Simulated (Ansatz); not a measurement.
Hydrogen, relaxed with RKS PBE0-D4/def2-TZVP in Ansatz 0.2.0 from a GFN2-xTB geometry. The force threshold is 0.005 eV/Å; the program also tests the step.

Total charge 0; spin multiplicity 1.

Start:

```xyz
2

H    -0.328   -0.069   -0.197
H     0.328    0.069    0.197
```

| step | energy (eV) | largest force (eV/Å) | largest move (Å) |
| --- | --- | --- | --- |
| 1 | -31.7738 | 0.874 | 0.000 |
| 2 | -31.7902 | 0.044 | 0.016 |
| 3 | -31.7903 | 0.001 | 0.001 |

End:

```xyz
2

H    -0.315   -0.066   -0.189
H     0.315    0.066    0.189
```
